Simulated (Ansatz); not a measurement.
A made-up structure of BSiH$_{3}$O, singlet:

```
6
angstrom
B 0.2535 -0.5269 -0.8574
Si -0.2354 0.4802 0.8018
O -0.4596 1.9858 0.7443
H -0.5923 -0.9660 -1.5763
H -0.4204 2.9494 0.8486
H -0.3625 -0.3140 2.0638
```

It is relaxed with PBE-D4/def2-SVP and then PBE0-D4/def2-TZVP (Ansatz 0.2.0). Atoms count as bonded within 1.22 times the sum of their covalent radii (H–H: 0.88 Å). The end point is not checked to be a true minimum.

**Question.** Does its bonding change? (A judgement: the text doesn't fix the answer.)

**Answer.** Computed: No: no bond forms or breaks.

Where it ends: The first stage lowers the energy by 1.11 eV in 18 steps. It ends as BSiH₃O ([BH][SiH][OH]):
```
6
angstrom
B -0.1199 -0.4452 -0.7920
Si -0.5248 0.4815 0.7453
O -0.7738 2.1081 0.7305
H -0.2292 -1.1386 -1.7418
H -0.0568 2.6719 1.0261
H -0.1122 -0.0692 2.0568
```

Labels in which every atom is bracketed show which atoms are joined, not bond orders.

For scale, one of the runs: PBE0-D4/def2-TZVP relaxation, 117 basis functions, launched by `ansatz run in.yaml --threads 2 --pin off --events-out ev --progress --plain --max-ram 4352MiB`. Hardware: 2 CPU threads of an Arm Neoverse V1, shared host. Wall time about 24 s.
